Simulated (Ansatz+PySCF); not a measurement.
Results of a calculation; reference values are marked as such.
Input for PySCF 2.14.0:

```python
from pyscf import gto, scf

mol = gto.M(atom="""
N 0.000000 0.000000 -0.471050
H 0.000000 0.000000 3.297370
H 30.000000 0.000000 -0.828180
F 30.000000 0.000000 0.092020
""", basis='6-31g', charge=0, spin=2)
mf = scf.UHF(mol)
mf.init_guess = 'huckel'
mf.kernel()
while True:  # follow internal instabilities
    mo, _, stable, _ = mf.stability(return_status=True)
    if stable: break
    mf.kernel(mf.make_rdm1(mo, mf.mo_occ))
print(mf.converged, mf.e_tot, mf.spin_square()[0])
```

The script is written out from the run's settings.

The run gave:

```
Converged                       : yes
Total energy                    : -154.86672 hartree
Spin squared of the determinant : 3.004
```

Caution: the unrestricted determinant is a mixture of spin states.
